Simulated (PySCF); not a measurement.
## A search over the determinants of SiP⁺

Unrestricted PBE0; Si def2-SVPD, P def2-SVPD; no relativity (PySCF 2.14). Outer shells of the fragments: Si+ 3s2 3p1; P 3s2 3p3.

Followed along the bond (rough minima from three points):

```tsv
2Ms+1	unpaired	⟨S²⟩ at the start	R at minimum (Å)	Te (eV)
3	π ↑↑	2.01	2.24	0.00
1	π ↑↓	1.01	2.24	0.29
3	σ ↑, π ↑	2.09	2.10	0.47
1	σ ↓, π ↑	1.07	2.09	0.63
1	none	0.00	2.25	1.20
```

Solutions found at the starting distance of 2.280 Å, counted from the lowest of them; the search is not exhaustive and high or unbound solutions are not listed, so other states can lie among these:

| 2Ms+1 | unpaired | term | E (eV) | ⟨S²⟩ | ⟨Lz²⟩ | μ (D) |
| --- | --- | --- | --- | --- | --- | --- |
| 3 | π ↑↑ | ³Σ⁻ | 0.00 | 2.01 | 0.00 | -1.83 |
| 1 | π ↑↓ | mixed | 0.29 | 1.01 | 2.02 | -1.72 |
| 3 | σ ↑, π ↑ | ³Π | 0.71 | 2.09 | 1.00 | -2.23 |
| 1 | σ ↓, π ↑ | mixed | 0.90 | 1.07 | 1.01 | -2.35 |
| 1 | none | mixed | 1.19 | 0.00 | 2.00 | -1.37 |
| 5 | σ ↑, π ↑↑↑ | ⁵Π | 1.85 | 6.01 | 1.01 | -1.09 |
| 3 | σ ↑, π ↑↑↓ | mixed | 2.40 | 3.02 | 3.03 | -1.14 |
| 3 | σ ↓, π ↑↑↑ | mixed | 2.51 | 3.04 | 1.01 | -0.93 |
| 3 | π ↑↑ | mixed | 3.37 | 2.01 | 2.02 | 1.17 |
| 5 | σ ↑↑, π ↑↑ | ⁵Σ⁻ | 5.17 | 6.00 | 0.00 | -1.13 |
| 5 | π ↑↑↑↑ | ⁵Σ⁺ | 5.32 | 6.11 | 0.00 | -0.19 |
| 3 | σ ↑↑, π ↑↓ | mixed | 5.89 | 3.01 | 2.02 | -1.08 |
| 1 | σ ↓↓, π ↑↑ | mixed | 6.05 | 2.01 | 0.00 | -1.15 |
| 5 | σ ↑↑, π ↑↑ | mixed | 6.09 | 6.12 | 2.01 | -1.63 |

A term symbol is given only where ⟨S²⟩ and ⟨Lz²⟩ are close to those of a pure state; real π, δ and φ orbitals otherwise mix terms. A positive dipole points towards P; it is taken about the centre of mass and depends on that origin.
